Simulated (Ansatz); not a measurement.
A nudged elastic band was laid between two geometries of C₂H₇Al (10 atoms, charge 0, multiplicity 1).

Level of theory: Ansatz 0.2.0, RKS BLYP-D4/6-31G*.

```yaml
movable_images: 7
climbing_image: yes
spring: 5.0 eV/Å²
optimiser: lbfgs
start_path: through a guess of the saddle point
force_threshold: 0.05 eV/Å
iteration_limit: 60
end_points: relaxed
largest_step: 0.02 Å
```

Initial state:

```xyz
10
Properties=species:S:1:pos:R:3
Al 0.125 -0.086 0.463
H -0.224 -0.297 2.019
C 2.027 0.031 -0.062
H 2.570 -0.895 0.209
H 2.181 0.201 -1.142
H 2.537 0.849 0.481
C -1.375 0.036 -0.820
H -1.936 -0.918 -0.855
H -2.105 0.804 -0.502
H -1.063 0.274 -1.851
```

Final state:

```xyz
10
Properties=species:S:1:pos:R:3
Al -1.275 -1.063 0.898
H 1.629 0.194 1.397
C 1.993 0.246 0.358
H 2.003 -0.765 -0.079
H 1.336 0.897 -0.238
H 3.016 0.651 0.359
C -1.458 -0.177 -0.908
H -2.431 -0.422 -1.381
H -1.407 0.929 -0.844
H -0.669 -0.489 -1.622
```

(1) What changes between the two ends?

(2) What energy profile does the band end with?

The band took 60 iterations and about 12 core-minutes.

## Answers

(1) Bonds broken: Al1–H2, Al1–C3. Bonds formed: H2–C3. C2H7Al becomes CH3Al + CH4.

(2) The run ended unconverged. The highest image is number 4 of 0 to 8, 3.12 eV above the first end and 2.42 eV above the last; the last end lies 0.70 eV above the first. The band didn't meet its force threshold, so its energies are provisional: the largest band force was still 0.18 eV/Å, and over the last iterations the top stayed at 3.12 eV. The orbitals stay closed-shell, which can raise the energy where a bond breaks towards radicals; this wasn't checked here.

```
image  path coordinate (Å)  energy (eV)  Al1–H2 (Å)  Al1–C3 (Å)  H2–C3 (Å)
    0                 0.00         0.00        1.61        1.98       3.08
    1                 0.57         0.03        1.61        1.98       2.95
    2                 1.12         0.37        1.60        1.98       2.61
    3                 1.65         1.72        1.55        2.14       2.15
    4                 2.18         3.12        1.59        2.51       1.77
    5                 2.97         1.16        2.05        2.93       1.14
    6                 3.75         0.82        2.50        3.23       1.10
    7                 4.55         0.73        2.81        3.34       1.10
    8                 5.33         0.70        3.20        3.56       1.10
```

Run time: 12 min on 1 thread of Arm Neoverse V1 (shared host), peak memory 0.11 GiB.
